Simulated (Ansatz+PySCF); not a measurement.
# singlet COS: levels of theory in one basis

```xyz
3

O     0.0000    0.0000   -1.6821
C     0.0000    0.0000   -0.5257
S     0.0000    0.0000    1.0382
```

Basis set: def2-SVP (spherical functions). Left uncorrelated: 7 orbitals. Charge 0, multiplicity 1.

Computed with Ansatz (development build ahead of 0.2.0); each method stands on the lowest determinant of its kind that the runs found. NEVPT2 correlates all electrons. Active spaces start from the frontier orbitals, and the lowest solution found is given.

```csv
method,E − E(RHF) (eV),<S²> of the determinant
RHF,0.00,0.00
RHF-MP2,-11.81,–
RHF-CCSD,-11.95,–
RHF-CCSD(T),-12.50,–
"CASSCF(2,2)",-0.58,–
"SC-NEVPT2(2,2)",-11.96,–
"SC-NEVPT2(8,6)",-11.81,–
```

What does CASSCF(8,6) give on the same scale?

-2.15 eV.

Is a single determinant a sound starting point here?

By this sign, yes. Unrestricted orbitals gain 0.00 eV and <S²> is 0.00 against 0.00 for a pure state. The CASSCF(8,6) natural occupations are 1.99, 1.99, 1.95, 1.95, 0.06, 0.06. The CASSCF(2,2) natural occupations are 1.96, 0.04.
